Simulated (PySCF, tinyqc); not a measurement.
A ladder of methods, and size consistency: correlation methods against full CI in the sto-3g basis, for BH, spin multiplicity 1. Computed by the program tinyqc with PySCF. 

Geometry (angstrom):
```
atom       x       y       z
B     0.0000  0.0000  0.0000
H     0.0000  0.0000  1.7210
```

RHF energy of one = -24.675686 hartree

All electrons correlated; +Q is the Davidson correction (1 - c0^2) E_corr. The last columns treat two copies 100 angstrom apart as one system. FCI is the lowest singlet.

Correlation energies (hartree):
```
method   E_corr of one  share of FCI (%)  E_corr of two at 100 angstrom  two minus twice one (mhartree)
MP2          -0.043909           52.8229                      -0.087818                          0.0000
CISD         -0.078752           94.7393                      -0.144013                         13.4904
CISD+Q       -0.086811          104.4347                      -0.166756                          6.8661
CCSD         -0.082962           99.8046                      -0.165925                          0.0000
CCSD(T)      -0.083030           99.8862                      -0.166060                          0.0000
FCI          -0.083125          100.0000                              -                               -
```

MP2 recovers 53 %, CISD 94.7 % and CCSD 99.8 % of the FCI value (c0^2 = 0.898 in CISD). MP2 and coupled cluster are size consistent, so their last column vanishes; CISD loses 13.49 mhartree, since a double excitation on each copy is a quadruple of the pair, and the Davidson correction leaves +6.87. The restricted reference is unstable here: a spin-polarised solution lies 0.0046 hartree lower (PySCF), so results built on it describe a poor reference.
